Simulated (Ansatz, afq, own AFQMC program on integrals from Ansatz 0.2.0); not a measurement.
Integrals from Ansatz 0.2.0, then the random walk in our own AFQMC program (afq).

```yaml
crystal:
  periodic: [false, false, false]
  atoms:
    - {symbol: Al, position_ang: [0.000000, 0.000000, 1.848679]}
    - {symbol: O, position_ang: [0.000000, 0.000000, -0.449321]}
    - {symbol: H, position_ang: [0.000000, 0.000000, -1.399357]}
basis:
  gaussian: {orbitals: cc-pVDZ}
magnetization: {spin_polarized: false}
correlation: {method: ccsd_t, electrons: outside_noble_gas, hamiltonian_folder: ham}
```

```sh
$ ansatz run in.yaml --threads 1 --pin off --events-out ev --progress --plain --max-ram 1382MiB
```

Options of the walk:

```
--method phaseless --trial cisd --walkers 60 --populations 1 --least-time 40 --time-step 0.005 --steps-per-block 50 --equilibration-blocks 40 --max-blocks 300 --target-error 0.00076 --factor-cut 1e-05 --seed 1948 --release-times 0.24,0.51,0.99,1.62,2.4 --release-step 0.03 --release-every 4 --taylor-order 6
```

Times are imaginary, in 1/Eh. The walk had a cap of 726 s.

```
orbitals 31  electrons 5 5  factors 210 of 357
reference energy -317.32591625 Eh
CCSD correlation -0.25815764 Eh in 12 cycles, weight of the determinant in the CISD state 0.8662
energy of the start -317.584074 Eh
 block  time / (1/Eh)  mean weight  energy / Eh
     1     0.250  1.0009  -317.580906
     2     0.500  1.0008  -317.583381
     3     0.750  0.9989  -317.589849
     4     1.000  0.9985  -317.586939
     5     1.250  0.9996  -317.590248
     8     2.000  1.0008  -317.593162
    17     4.250  0.9994  -317.588255
    41    10.250  1.0021  -317.605938
    65    16.250  1.0007  -317.593570
    89    22.250  0.9986  -317.604469
   113    28.250  0.9993  -317.580807
   137    34.250  1.0016  -317.597812
   161    40.250  0.9990  -317.591952
   169    42.250  1.0006  -317.574711
   185    46.250  1.0026  -317.601841
   209    52.250  0.9985  -317.596586
   233    58.250  1.0009  -317.591643
   257    64.250  1.0011  -317.587827
   281    70.250  0.9986  -317.595164
   305    76.250  0.9891  -317.595044
   313    78.250  0.9978  -317.622088
   329    82.250  0.9998  -317.581845
   337    84.250  0.9994  -317.585937
blocks merged  error / Eh  count
     1  0.000576  300
     2  0.000710  150
     4  0.000847  75
     8  0.000969  37
    16  0.000833  18
    32  0.000828  9
released: time / (1/Eh)  energy / Eh  error  mean overlap
  0.24  -317.593461  0.001081  1.0009
  0.51  -317.595706  0.001197  0.9894
  0.99  -317.595081  0.001348  0.9835
  1.62  -317.597033  0.001894  0.9699
  2.40  -317.594550  0.002656  0.9582
energy -317.593317 +/- 0.000969 Eh
(rows thinned)
```

Question: Estimate how long the walk took on 1 thread of Arm Neoverse V2, on a shared host.

Answer: 100 s of wall time.

The run passed its tests (sampling time, drift between the halves within three errors, error under three times the target), which doesn't prove that it has relaxed.

Against this walk (error 26.4 meV) on the same determinant: CCSD(T) 32.6 meV higher (within the noise), CCSDT(Q) 39.0 meV lower (within the noise). The error is statistical and leaves out the bias of the constraint. None of these is a sure reference here. Released to 1.62 1/Eh the energy moves by -101 ± 58 meV (both errors), within twice the noise.

Cautions: constraint bias not in the error; error above the target (26.4 against 20.7 meV); higher spins were not checked; strong correlation (T1 0.037, weight of the determinant 0.87, largest double 0.10); the bias of populations of 60 walkers isn't removed.

CCSDT and higher add their correlation energy to the determinant of the CCSD(T) run, since their own runs factorise the integrals more tightly (a shift of under 2 meV). A walk keeps the symmetry of its determinant, which the program's search chose and which needn't be the lowest solution, so a lower state of the same spin and another symmetry isn't excluded.
